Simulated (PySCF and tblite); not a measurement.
The numbers below are computed, except where a source is named.
C₄H₈O, numbered as in [CH3:1][C@H:2]1[O:3][C@@H:4]1[CH3:5].

Geometries GFN2-xTB; weights from TPSS-D3(BJ)/def2-TZVP (IEF-PCM, dichloromethane) energies and GFN2-xTB thermal corrections, with symmetry numbers and mirror pairs. Conformers within 2.5 kcal/mol (GFN2-xTB free energy) were kept, 4 at most. GIAO shieldings: PBE0/pcSseg-1 (IEF-PCM, dichloromethane). Shifts are against TMS (¹H), TMS (¹³C) at the same level. (PySCF 2.14, tblite 0.8.)

(1) List the conformer-averaged shifts at 298.15 K.

Shifts are unscaled: against experiment ¹³C can be off by 15 ppm or more and ¹H by 0.8 ppm.

Answers

(1) ¹H: 2.48 (H2/H4, 2H), 1.32 (H1/H5, 6H) ppm. ¹³C: 53.5 (C2/C4), 20.3 (C1/C5) ppm.
